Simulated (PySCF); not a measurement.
From one molecule to another.

First species: Pyridazine, C4H4N2.
Z-matrix (Å and degrees, GFN2-xTB geometry), rows numbered from 1:
```
C 
C   1  1.3807
C   2  1.3944  1  116.72
N   3  1.3186  2  122.83  1    -0.00
N   4  1.2985  3  120.45  2     0.13
C   5  1.3186  4  120.45  3    -0.10
H   1  1.0798  2  122.04  3   179.89
H   2  1.0798  1  122.04  3   179.97
H   3  1.0810  2  121.75  1  -179.98
H   6  1.0810  1  121.73  2  -179.81
```

Second species: C4H4N2.
Cartesian coordinates in Å at the GFN2-xTB level; atoms count from 1:
```xyz
10
C4H4N2 angstrom
N     -2.381    1.417    0.005
C     -1.660    0.542    0.142
C     -0.719   -0.541    0.299
C      0.532   -0.268   -0.520
C      1.624    0.522    0.019
N      1.852   -0.709    0.028
H     -0.463   -0.634    1.359
H     -1.191   -1.472   -0.027
H      0.402   -0.332   -1.595
H      2.013    1.479    0.269
```

Levels: PBE0/def2-SVPD for dipole moment, HOMO energy, LUMO energy, HOMO–LUMO gap, static isotropic polarisability and electronic spatial extent ⟨r²⟩ about the centre of nuclear charge; TDDFT PBE0/def2-SVPD for lowest singlet excitation; TDA PBE0/def2-SVPD for lowest triplet excitation (Tamm–Dancoff); GFN2-xTB for rotational constant A and rotational constant C. Geometries: GFN2-xTB. All species are isolated and taken at one optimised geometry, non-relativistic unless stated; the electronic structure was computed with PySCF and density fitting.

The conformers computed, where there is a choice (atom-mapped SMILES and torsion angles):
- `[N:1]#[C:2][CH2:3][C@H:4]1[CH:5]=[N:6]1`: C2–C3–C4–C5 86°

Values for the first species:

| Item | Value |
| --- | --- |
| Dipole moment | 4.17 D |
| HOMO energy | -6.64 eV |
| LUMO energy | -1.50 eV |
| HOMO–LUMO gap | 5.14 eV |
| Lowest singlet excitation | 3.42 eV |
| Lowest triplet excitation (Tamm–Dancoff) | 2.63 eV |
| Static isotropic polarisability | 55.7 au |
| Electronic spatial extent ⟨r²⟩ about the centre of nuclear charge | 409 bohr² |
| Rotational constant A | 6.343 GHz |
| Rotational constant C | 3.111 GHz |

Q: Estimate the same properties for the second species, and the change in each.

A: 
```tsv
property	first	second	second less first
dipole moment	4.17 D	2.12 D	-2.05 D
HOMO energy	-6.64 eV	-8.37 eV	-1.73 eV
LUMO energy	-1.50 eV	-1.30 eV	+0.20 eV
HOMO–LUMO gap	5.14 eV	7.07 eV	+1.93 eV
lowest singlet excitation	3.42 eV	5.03 eV	+1.61 eV
lowest triplet excitation (Tamm–Dancoff)	2.63 eV	4.23 eV	+1.60 eV
static isotropic polarisability	55.7 au	52.4 au	-3.3 au
electronic spatial extent ⟨r²⟩ about the centre of nuclear charge	409 bohr²	586 bohr²	+177 bohr²
rotational constant A	6.343 GHz	12.729 GHz	+6.386 GHz
rotational constant C	3.111 GHz	1.970 GHz	-1.141 GHz
```

On the first: S1 lies 1.72 eV below the HOMO–LUMO gap; its leading configuration is HOMO→LUMO, weight 0.99. The dipole equals about 13.9 × 10⁻³⁰ C·m (1 D = 3.33564 × 10⁻³⁰ C·m).

On the second: The principal polarisabilities are 41.3, 50.6 and 65.3 au; their mean is the isotropic value. The 6 singlets span 5.03 to 7.85 eV, and their oscillator strengths add up to 0.07.
